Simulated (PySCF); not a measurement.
Cl: electron affinity

Cl⁻ [Ar] (1S) → Cl [Ne] 3s2 3p5 (2P), as a difference of total energies. Computed with PySCF 2.14 in dyall-acv3z (19s12p6d4f, 113 functions), with the non-relativistic Hamiltonian (point nucleus). Correlated levels: valence and next inner shell: 1s2 frozen; virtual orbitals above 40 to 60 times the deepest correlated orbital energy dropped. The calculations carry no spin-orbit coupling.

```csv
method,electron affinity (eV),plus first-order spin-orbit estimate,error of that sum (eV)
UHF,2.370,2.335,-1.278
MP2 (valence and next inner shell),3.639,3.604,-0.009
SCS-MP2 (valence and next inner shell),3.538,3.504,-0.109
CCSD (valence and next inner shell),3.405,3.370,-0.243
CCSD(T) (valence and next inner shell),3.502,3.467,-0.146
```

Reference: 3.613 eV (measured; photodetachment measurements, as compiled on the Wikipedia data page of electron affinities).

A first-order spin-orbit estimate (lowest level to lowest level, LS coupling) adds -0.034 eV.

Errors of the correlated levels include the incompleteness of this basis and the frozen core.
